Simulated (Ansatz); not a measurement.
The same path of H3OSi (5 atoms, charge 0, multiplicity 2) was run 3 times with different band settings. Lost on the way: O1–H3. Made: Si2–H3.

The calculation used Ansatz, UKS PBE-D4/def2-SVP.

Relaxed end points:

```xyz
5
Properties=species:S:1:pos:R:3
O 0.607 -0.453 0.872
Si 0.062 0.326 -0.525
H 0.707 -1.418 0.785
H -1.272 -0.226 -1.001
H -0.105 1.771 -0.130
```

```xyz
5
Properties=species:S:1:pos:R:3
O -0.214 -0.227 1.608
Si -0.048 0.051 -0.028
H 1.095 -0.913 -0.326
H -1.235 -0.355 -0.863
H 0.402 1.443 -0.392
```

Common settings: movable images 5; climbing image yes; spring 5.0 eV/Å²; force threshold 0.03 eV/Å; iteration limit 60; end points relaxed.

| run | optimiser | start path | largest step |
| --- | --- | --- | --- |
| 1 | quadratic models (default) | through a guess of the saddle point | default |
| 2 | quadratic models (default) | straight line | default |
| 3 | fire | through a guess of the saddle point | 0.5 Å |

(1) What does each run give, and how far can it be trusted?

## Answers

(1) Run 1: converged after 12 iterations, highest image 1.848 eV above the first end. A vibrational analysis at the climbing image gives one clearly imaginary mode, 1410i cm⁻¹: a first-order saddle point.
Run 2: converged after 9 iterations, highest image 1.848 eV above the first end. Another band between the same ends (5 images) ends at a top of the same energy, where a vibrational analysis finds 1 clearly imaginary mode.
Run 3: converged after 51 iterations, highest image 1.848 eV above the first end. Neighbouring images differ by up to 1.3 eV, so the band resolves the path poorly. Another band between the same ends (5 images) ends at a top of the same energy, where a vibrational analysis finds 1 clearly imaginary mode.
